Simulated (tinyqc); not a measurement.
Worked calculation (part 1 of 2): ROHF in the sto-6g basis, for OH+, spin multiplicity 3. Computed by tinyqc, a small Python program that keeps every step (integrals from PySCF). Settings: charge = 1, multiplicity = 3, basis = sto-6g, energy threshold = 1e-09, iteration cap = 68, orthogonalisation = symmetric, start = Wolfsberg-Helmholz matrix, DIIS depth = 4, method = ROHF. Command: `OMP_NUM_THREADS=1 python tinyqc.py 24857 24858 out.jsonl` (the two numbers bound the seeds that draw the settings). One thread of a shared host (Intel(R) Xeon(R) Processor @ 2.60GHz), about 0.1 s of CPU time with the checks. Later iterations appear only in the table of the cycle.

## One-electron integrals

Geometry (angstrom):

| atom | x | y | z |
|---|---|---|---|
| O | 0.000000 | 0.000000 | 0.000000 |
| H | 0.000000 | 0.000000 | 1.118000 |

Basis sto-6g: exponents (1/bohr^2) and contraction coefficients of normalised primitives:

| element | l (shell) | exponent | coefficient |
|---|---|---|---|
| O | s (1) | 1355.584234 | 0.009164 |
| O | s (1) | 248.544885 | 0.049361 |
| O | s (1) | 69.533902 | 0.168538 |
| O | s (1) | 23.886772 | 0.370563 |
| O | s (1) | 9.275933 | 0.416492 |
| O | s (1) | 3.820341 | 0.130334 |
| O | s (2) | 52.187762 | -0.013253 |
| O | s (2) | 10.329320 | -0.046992 |
| O | s (2) | 3.210345 | -0.033785 |
| O | s (2) | 1.235135 | 0.250242 |
| O | s (2) | 0.536420 | 0.595117 |
| O | s (2) | 0.245881 | 0.240706 |
| O | p (3) | 52.187762 | 0.003760 |
| O | p (3) | 10.329320 | 0.037679 |
| O | p (3) | 3.210345 | 0.173897 |
| O | p (3) | 1.235135 | 0.418036 |
| O | p (3) | 0.536420 | 0.425860 |
| O | p (3) | 0.245881 | 0.101708 |
| H | s (1) | 35.523221 | 0.009164 |
| H | s (1) | 6.513144 | 0.049361 |
| H | s (1) | 1.822143 | 0.168538 |
| H | s (1) | 0.625955 | 0.370563 |
| H | s (1) | 0.243077 | 0.416492 |
| H | s (1) | 0.100112 | 0.130334 |

Overlap, kinetic and nuclear-attraction integrals over the contracted functions; the nuclear repulsion is the sum of Za Zb / Rab.

nuclear repulsion = 3.78659900 hartree

overlap S, lower triangle:
```
           1O 1s     1O 2s    1O 2px    1O 2py    1O 2pz     2H 1s
1O 1s   1.000000
1O 2s   0.231145  1.000000
1O 2px  0.000000  0.000000  1.000000
1O 2py  0.000000  0.000000  0.000000  1.000000
1O 2pz  0.000000  0.000000  0.000000  0.000000  1.000000
2H 1s   0.038282  0.378003  0.000000  0.000000  0.333216  1.000000
```

kinetic energy T (hartree), lower triangle:
```
            1O 1s     1O 2s    1O 2px    1O 2py    1O 2pz     2H 1s
1O 1s   29.327197
1O 2s   -0.896024  0.842618
1O 2px   0.000000  0.000000  2.531309
1O 2py   0.000000  0.000000  0.000000  2.531309
1O 2pz   0.000000  0.000000  0.000000  0.000000  2.531309
2H 1s   -0.006041  0.063630  0.000000  0.000000  0.175228  0.768522
```

nuclear attraction V (hartree), lower triangle:
```
             1O 1s      1O 2s     1O 2px     1O 2py     1O 2pz      2H 1s
1O 1s   -61.731640
1O 2s    -6.260688  -9.471327
1O 2px    0.000000   0.000000  -9.442026
1O 2py    0.000000   0.000000   0.000000  -9.442026
1O 2pz   -0.012039  -0.139567   0.000000   0.000000  -9.528725
2H 1s    -1.187612  -2.728263   0.000000   0.000000  -2.158756  -4.953484
```

core Hamiltonian H = T + V (hartree), lower triangle:
```
             1O 1s      1O 2s     1O 2px     1O 2py     1O 2pz      2H 1s
1O 1s   -32.404443
1O 2s    -7.156712  -8.628709
1O 2px    0.000000   0.000000  -6.910717
1O 2py    0.000000   0.000000   0.000000  -6.910717
1O 2pz   -0.012039  -0.139567   0.000000   0.000000  -6.997416
2H 1s    -1.193653  -2.664632   0.000000   0.000000  -1.983528  -4.184961
```

## Two-electron integrals

Functions are numbered as in S; the eight-fold symmetry (ij|kl) = (ji|kl) = (kl|ij) leaves the list below.

Two-electron integrals (ij|kl) in chemists' order, unique and non-zero (hartree):
```
(11|11) 4.787491   (21|11) 0.675884   (21|21) 0.121505   (22|11) 1.117379
(22|21) 0.249212   (22|22) 0.817383   (31|31) 0.025762   (32|31) 0.039145
(32|32) 0.180664   (33|11) 1.117381   (33|21) 0.249212   (33|22) 0.817382
(33|33) 0.880663   (41|41) 0.025762   (42|41) 0.039145   (42|42) 0.180664
(43|43) 0.047461   (44|11) 1.117381   (44|21) 0.249212   (44|22) 0.817382
(44|33) 0.785741   (44|44) 0.880663   (51|51) 0.025762   (52|51) 0.039145
(52|52) 0.180664   (53|53) 0.047461   (54|54) 0.047461   (55|11) 1.117381
(55|21) 0.249212   (55|22) 0.817382   (55|33) 0.785741   (55|44) 0.785741
(55|55) 0.880663   (61|11) 0.119164   (61|21) 0.020543   (61|22) 0.041247
(61|33) 0.041159   (61|44) 0.041159   (61|51) 0.001008   (61|52) 0.001974
(61|55) 0.041423   (61|61) 0.003540   (62|11) 0.303795   (62|21) 0.068774
(62|22) 0.251540   (62|33) 0.247271   (62|44) 0.247271   (62|51) 0.005526
(62|52) 0.041645   (62|55) 0.260078   (62|61) 0.011704   (62|62) 0.098422
(63|31) 0.007453   (63|32) 0.042572   (63|53) 0.008493   (63|63) 0.013527
(64|41) 0.007453   (64|42) 0.042572   (64|54) 0.008493   (64|64) 0.013527
(65|11) 0.226152   (65|21) 0.051900   (65|22) 0.202407   (65|33) 0.193444
(65|44) 0.193444   (65|51) 0.011049   (65|52) 0.073790   (65|55) 0.220334
(65|61) 0.009214   (65|62) 0.096259   (65|65) 0.106533   (66|11) 0.463887
(66|21) 0.106966   (66|22) 0.448835   (66|33) 0.431455   (66|44) 0.431455
(66|51) 0.010592   (66|52) 0.110736   (66|55) 0.483594   (66|61) 0.018363
(66|62) 0.228171   (66|65) 0.254341   (66|66) 0.774999
```

## Orthogonalisation

S = U s U^T; symmetric (Loewdin) form X = U s^(-1/2) U^T, so that X^T S X = 1.

eigenvalues of S: 0.476143  0.843292  1.000000  1.000000  1.131646  1.548919

X, lower triangle:
```
            1O 1s      1O 2s    1O 2px    1O 2py     1O 2pz     2H 1s
1O 1s    1.021629
1O 2s   -0.126346   1.089999
1O 2px   0.000000   0.000000  1.000000
1O 2py   0.000000   0.000000  0.000000  1.000000
1O 2pz  -0.005797   0.059683  0.000000  0.000000   1.051519
2H 1s    0.018411  -0.231029  0.000000  0.000000  -0.200111  1.118557
```

## Starting guess

The start is the generalised Wolfsberg-Helmholz matrix (K = 1.75) built on H; D(s) = C_occ C_occ^T for each spin.

D(alpha) at the start, lower triangle:
```
            1O 1s      1O 2s    1O 2px    1O 2py    1O 2pz     2H 1s
1O 1s    1.042448
1O 2s   -0.180936   0.796433
1O 2px   0.000000   0.000000  1.000000
1O 2py   0.000000   0.000000  0.000000  1.000000
1O 2pz   0.046360  -0.182684  0.000000  0.000000  0.874284
2H 1s   -0.077674   0.232623  0.000000  0.000000  0.134424  0.110979
```

D(beta) at the start, lower triangle:
```
            1O 1s      1O 2s    1O 2px    1O 2py    1O 2pz     2H 1s
1O 1s    1.042448
1O 2s   -0.180936   0.796433
1O 2px   0.000000   0.000000  0.000000
1O 2py   0.000000   0.000000  0.000000  0.000000
1O 2pz   0.046360  -0.182684  0.000000  0.000000  0.874284
2H 1s   -0.077674   0.232623  0.000000  0.000000  0.134424  0.110979
```

## Iteration 1: building the Fock matrix

J_ij = sum D_kl (ij|kl) with D = D(alpha) + D(beta), K_ij = sum D_kl (ik|jl) for each spin; F = H + J - K(s); E = tr D H + tr D J / 2 - 0.5 sum_s tr D(s) K(s) + E_nn.

Coulomb J (hartree), lower triangle:
```
            1O 1s      1O 2s    1O 2px    1O 2py    1O 2pz     2H 1s
1O 1s   15.930883
1O 2s    2.761620   6.944942
1O 2px   0.000000   0.000000  6.908635
1O 2py   0.000000   0.000000  0.000000  6.908635
1O 2pz  -0.010706  -0.022367  0.000000  0.000000  7.017557
2H 1s    0.471591   2.094523  0.000000  0.000000  1.677073  3.749606
```

exchange K(alpha) (hartree), lower triangle:
```
           1O 1s      1O 2s    1O 2px    1O 2py    1O 2pz     2H 1s
1O 1s   4.908652
1O 2s   0.794117   1.335213
1O 2px  0.000000   0.000000  1.148629
1O 2py  0.000000   0.000000  0.000000  1.148629
1O 2pz  0.003282  -0.061085  0.000000  0.000000  1.125123
2H 1s   0.140916   0.480648  0.000000  0.000000  0.338088  0.421411
```

exchange K(beta) (hartree), lower triangle:
```
           1O 1s      1O 2s    1O 2px    1O 2py    1O 2pz     2H 1s
1O 1s   4.857128
1O 2s   0.715827   0.973884
1O 2px  0.000000   0.000000  0.220505
1O 2py  0.000000   0.000000  0.000000  0.220505
1O 2pz  0.003282  -0.061085  0.000000  0.000000  1.030200
2H 1s   0.126010   0.395504  0.000000  0.000000  0.321102  0.394357
```

F(alpha) (hartree), lower triangle:
```
             1O 1s      1O 2s     1O 2px     1O 2py     1O 2pz      2H 1s
1O 1s   -21.382212
1O 2s    -5.189209  -3.018979
1O 2px    0.000000   0.000000  -1.150711
1O 2py    0.000000   0.000000   0.000000  -1.150711
1O 2pz   -0.026027  -0.100849   0.000000   0.000000  -1.104982
2H 1s    -0.862978  -1.050758   0.000000   0.000000  -0.644542  -0.856766
```

F(beta) (hartree), lower triangle:
```
             1O 1s      1O 2s     1O 2px     1O 2py     1O 2pz      2H 1s
1O 1s   -21.330688
1O 2s    -5.110920  -2.657651
1O 2px    0.000000   0.000000  -0.222587
1O 2py    0.000000   0.000000   0.000000  -0.222587
1O 2pz   -0.026027  -0.100849   0.000000   0.000000  -1.010060
2H 1s    -0.848073  -0.965614   0.000000   0.000000  -0.627557  -0.829712
```

total energy of this density = -74.60768391 hartree

## Iteration 1: Roothaan effective Fock matrix

With projectors Pc = D(beta) S, Po = (D(alpha) - D(beta)) S, Pv = 1 - D(alpha) S, the block xy is Px^T F Py; with Fc = (F(alpha) + F(beta))/2, the blocks are Fc for cc, oo, vv and cv, F(beta) for co and F(alpha) for ov.

effective F (hartree), lower triangle:
```
             1O 1s      1O 2s     1O 2px     1O 2py     1O 2pz      2H 1s
1O 1s   -21.356450
1O 2s    -5.150065  -2.838315
1O 2px    0.000000   0.000000  -0.686649
1O 2py    0.000000   0.000000   0.000000  -0.686649
1O 2pz   -0.026027  -0.100849   0.000000   0.000000  -1.057521
2H 1s    -0.855525  -1.008186   0.000000   0.000000  -0.636050  -0.843239
```

## Iteration 1: diagonalisation and new density

Diagonalise F' = X^T F X, C = X C', fill 5 alpha and 3 beta electrons from the bottom; D(s) = C_occ C_occ^T. Each column has its largest component positive (the first on a tie).

F' = X^T F X (hartree), lower triangle:
```
            1          2          3          4          5          6
1  -21.033573
2   -2.513207  -1.880758
3    0.000000   0.000000  -0.686649
4    0.000000   0.000000   0.000000  -0.686649
5   -0.039539   0.026403   0.000000   0.000000  -0.932890
6   -0.097670  -0.466350   0.000000   0.000000  -0.413497  -0.450864
```

orbital energies (hartree): MO1 -21.359109, MO2 -1.733524, MO3 -1.108569, MO4 -0.686649, MO5 -0.686649, MO6 -0.096883

coefficients C:
```
              MO1        MO2        MO3        MO4       MO5        MO6
1O 1s    0.997114  -0.231712   0.072575   0.000000  0.000000   0.082866
1O 2s    0.012742   0.928002  -0.352590   0.000000  0.000000  -0.524718
1O 2px   0.000000   0.000000   0.000000  -0.111301  0.993787   0.000000
1O 2py   0.000000   0.000000   0.000000   0.993787  0.111301   0.000000
1O 2pz   0.002397   0.144378   0.844138   0.000000  0.000000  -0.644912
2H 1s   -0.003305   0.171937   0.287864   0.000000  0.000000   1.110175
```

D(alpha) after iteration 1, lower triangle:
```
            1O 1s      1O 2s    1O 2px    1O 2py    1O 2pz     2H 1s
1O 1s    1.053194
1O 2s   -0.227913   0.985670
1O 2px   0.000000   0.000000  1.000000
1O 2py   0.000000   0.000000  0.000000  1.000000
1O 2pz   0.030199  -0.163621  0.000000  0.000000  0.733420
2H 1s   -0.022244   0.058018  0.000000  0.000000  0.267813  0.112439
```

D(beta) after iteration 1, lower triangle:
```
            1O 1s      1O 2s    1O 2px    1O 2py    1O 2pz     2H 1s
1O 1s    1.053194
1O 2s   -0.227913   0.985670
1O 2px   0.000000   0.000000  0.000000
1O 2py   0.000000   0.000000  0.000000  0.000000
1O 2pz   0.030199  -0.163621  0.000000  0.000000  0.733420
2H 1s   -0.022244   0.058018  0.000000  0.000000  0.267813  0.112439
```

Within a degenerate level the vectors are fixed only up to a rotation; this is one choice.

## Iteration 2: building the Fock matrix

As before.

Coulomb J (hartree), lower triangle:
```
            1O 1s      1O 2s    1O 2px    1O 2py    1O 2pz     2H 1s
1O 1s   15.951147
1O 2s    2.761952   6.943980
1O 2px   0.000000   0.000000  6.914716
1O 2py   0.000000   0.000000  0.000000  6.914716
1O 2pz  -0.007096  -0.000074  0.000000  0.000000  7.002510
2H 1s    0.471898   2.098759  0.000000  0.000000  1.684025  3.763548
```

exchange K(alpha) (hartree), lower triangle:
```
           1O 1s      1O 2s    1O 2px    1O 2py    1O 2pz     2H 1s
1O 1s   4.922275
1O 2s   0.784613   1.373372
1O 2px  0.000000   0.000000  1.160976
1O 2py  0.000000   0.000000  0.000000  1.160976
1O 2pz  0.000502  -0.041474  0.000000  0.000000  1.066249
2H 1s   0.143699   0.455657  0.000000  0.000000  0.364150  0.418681
```

exchange K(beta) (hartree), lower triangle:
```
           1O 1s      1O 2s    1O 2px    1O 2py    1O 2pz     2H 1s
1O 1s   4.870751
1O 2s   0.706324   1.012043
1O 2px  0.000000   0.000000  0.232852
1O 2py  0.000000   0.000000  0.000000  0.232852
1O 2pz  0.000502  -0.041474  0.000000  0.000000  0.971327
2H 1s   0.128794   0.370513  0.000000  0.000000  0.347165  0.391626
```

F(alpha) (hartree), lower triangle:
```
             1O 1s      1O 2s     1O 2px     1O 2py     1O 2pz      2H 1s
1O 1s   -21.375572
1O 2s    -5.179374  -3.058100
1O 2px    0.000000   0.000000  -1.156977
1O 2py    0.000000   0.000000   0.000000  -1.156977
1O 2pz   -0.019637  -0.098167   0.000000   0.000000  -1.061156
2H 1s    -0.865454  -1.021530   0.000000   0.000000  -0.663654  -0.840094
```

F(beta) (hartree), lower triangle:
```
             1O 1s      1O 2s     1O 2px     1O 2py     1O 2pz      2H 1s
1O 1s   -21.324047
1O 2s    -5.101084  -2.696772
1O 2px    0.000000   0.000000  -0.228853
1O 2py    0.000000   0.000000   0.000000  -0.228853
1O 2pz   -0.019637  -0.098167   0.000000   0.000000  -0.966233
2H 1s    -0.850549  -0.936386   0.000000   0.000000  -0.646668  -0.813040
```

total energy of this density = -74.73875121 hartree

## Iteration 2: Roothaan effective Fock matrix

As before.

effective F (hartree), lower triangle:
```
             1O 1s      1O 2s     1O 2px     1O 2py     1O 2pz      2H 1s
1O 1s   -21.349810
1O 2s    -5.140229  -2.877436
1O 2px    0.000000   0.000000  -0.692915
1O 2py    0.000000   0.000000   0.000000  -0.692915
1O 2pz   -0.019637  -0.098167   0.000000   0.000000  -1.013695
2H 1s    -0.858001  -0.978958   0.000000   0.000000  -0.655161  -0.826567
```

## Iteration 2: DIIS over 2 matrices

error matrix X^T (FDS - SDF) X:
```
           1          2         3         4          5          6
1   0.000000  -0.006610  0.000000  0.000000  -0.018525   0.031314
2   0.006610   0.000000  0.000000  0.000000   0.073659  -0.096790
3   0.000000   0.000000  0.000000  0.000000   0.000000   0.000000
4   0.000000   0.000000  0.000000  0.000000   0.000000   0.000000
5   0.018525  -0.073659  0.000000  0.000000   0.000000   0.077695
6  -0.031314   0.096790  0.000000  0.000000  -0.077695   0.000000
```

B (overlaps of the stored error matrices):
```
               1              2
1  1.0144092e+00  1.6330180e-01
2  1.6330180e-01  4.4395850e-02
```

Minimise |sum c_i e_i|^2 with sum c_i = 1: solve [B -1; -1 0][c; lambda] = [0; -1] with B_ij = tr e_i^T e_j, and take F = sum c_i F_i.

DIIS coefficients: -0.162395  1.162395

extrapolated F (hartree), lower triangle:
```
             1O 1s      1O 2s     1O 2px     1O 2py     1O 2pz      2H 1s
1O 1s   -21.348731
1O 2s    -5.138632  -2.883789
1O 2px    0.000000   0.000000  -0.693932
1O 2py    0.000000   0.000000   0.000000  -0.693932
1O 2pz   -0.018599  -0.097732   0.000000   0.000000  -1.006577
2H 1s    -0.858403  -0.974212   0.000000   0.000000  -0.658264  -0.823859
```

## Iteration 2: diagonalisation and new density

As before.

F' = X^T F X (hartree), lower triangle:
```
            1          2          3          4          5          6
1  -21.029531
2   -2.492407  -1.952968
3    0.000000   0.000000  -0.693932
4    0.000000   0.000000   0.000000  -0.693932
5   -0.030325   0.027686   0.000000   0.000000  -0.867125
6   -0.110565  -0.419353   0.000000   0.000000  -0.451692  -0.434597
```

orbital energies (hartree): MO1 -21.351111, MO2 -1.768267, MO3 -1.098501, MO4 -0.693932, MO5 -0.693932, MO6 -0.066343

coefficients C:
```
              MO1        MO2        MO3       MO4        MO5        MO6
1O 1s    0.997259  -0.236873   0.066908  0.000000   0.000000   0.070357
1O 2s    0.012053   0.959715  -0.341300  0.000000   0.000000  -0.472561
1O 2px   0.000000   0.000000   0.000000  0.993615  -0.112824   0.000000
1O 2py   0.000000   0.000000   0.000000  0.112824   0.993615   0.000000
1O 2pz   0.001843   0.128400   0.808107  0.000000   0.000000  -0.692679
2H 1s   -0.002752   0.121822   0.364085  0.000000   0.000000   1.094314
```

D(alpha) after iteration 2, lower triangle:
```
            1O 1s      1O 2s    1O 2px    1O 2py    1O 2pz     2H 1s
1O 1s    1.055111
1O 2s   -0.238146   1.037684
1O 2px   0.000000   0.000000  1.000000
1O 2py   0.000000   0.000000  0.000000  1.000000
1O 2pz   0.025492  -0.152558  0.000000  0.000000  0.669527
2H 1s   -0.007241  -0.007381  0.000000  0.000000  0.309856  0.147406
```

D(beta) after iteration 2, lower triangle:
```
            1O 1s      1O 2s    1O 2px    1O 2py    1O 2pz     2H 1s
1O 1s    1.055111
1O 2s   -0.238146   1.037684
1O 2px   0.000000   0.000000  0.000000
1O 2py   0.000000   0.000000  0.000000  0.000000
1O 2pz   0.025492  -0.152558  0.000000  0.000000  0.669527
2H 1s   -0.007241  -0.007381  0.000000  0.000000  0.309856  0.147406
```

Within a degenerate level the vectors are fixed only up to a rotation; this is one choice.

## Iteration 3: building the Fock matrix

As before.

Coulomb J (hartree), lower triangle:
```
            1O 1s     1O 2s    1O 2px    1O 2py    1O 2pz     2H 1s
1O 1s   15.913441
1O 2s    2.753099  6.920746
1O 2px   0.000000  0.000000  6.893914
1O 2py   0.000000  0.000000  0.000000  6.893914
1O 2pz  -0.004635  0.016562  0.000000  0.000000  6.974412
2H 1s    0.470564  2.098881  0.000000  0.000000  1.689800  3.788930
```

exchange K(alpha) (hartree), lower triangle:
```
           1O 1s      1O 2s    1O 2px    1O 2py    1O 2pz     2H 1s
1O 1s   4.923390
1O 2s   0.782088   1.375583
1O 2px  0.000000   0.000000  1.162431
1O 2py  0.000000   0.000000  0.000000  1.162431
1O 2pz  0.000725  -0.029485  0.000000  0.000000  1.031558
2H 1s   0.143773   0.448058  0.000000  0.000000  0.376075  0.437997
```

exchange K(beta) (hartree), lower triangle:
```
           1O 1s      1O 2s    1O 2px    1O 2py    1O 2pz     2H 1s
1O 1s   4.871865
1O 2s   0.703798   1.014255
1O 2px  0.000000   0.000000  0.234307
1O 2py  0.000000   0.000000  0.000000  0.234307
1O 2pz  0.000725  -0.029485  0.000000  0.000000  0.936636
2H 1s   0.128868   0.362914  0.000000  0.000000  0.359089  0.410942
```

F(alpha) (hartree), lower triangle:
```
             1O 1s      1O 2s     1O 2px     1O 2py     1O 2pz      2H 1s
1O 1s   -21.414391
1O 2s    -5.185701  -3.083546
1O 2px    0.000000   0.000000  -1.179235
1O 2py    0.000000   0.000000   0.000000  -1.179235
1O 2pz   -0.017399  -0.093519   0.000000   0.000000  -1.054563
2H 1s    -0.866861  -1.013809   0.000000   0.000000  -0.669802  -0.834028
```

F(beta) (hartree), lower triangle:
```
             1O 1s      1O 2s     1O 2px     1O 2py     1O 2pz      2H 1s
1O 1s   -21.362867
1O 2s    -5.107411  -2.722217
1O 2px    0.000000   0.000000  -0.251111
1O 2py    0.000000   0.000000   0.000000  -0.251111
1O 2pz   -0.017399  -0.093519   0.000000   0.000000  -0.959641
2H 1s    -0.851956  -0.928665   0.000000   0.000000  -0.652817  -0.806974
```

total energy of this density = -74.75031347 hartree

## Iteration 3: Roothaan effective Fock matrix

As before.

effective F (hartree), lower triangle:
```
             1O 1s      1O 2s     1O 2px     1O 2py     1O 2pz      2H 1s
1O 1s   -21.388629
1O 2s    -5.146556  -2.902882
1O 2px    0.000000   0.000000  -0.715173
1O 2py    0.000000   0.000000   0.000000  -0.715173
1O 2pz   -0.017399  -0.093519   0.000000   0.000000  -1.007102
2H 1s    -0.859409  -0.971237   0.000000   0.000000  -0.661310  -0.820501
```
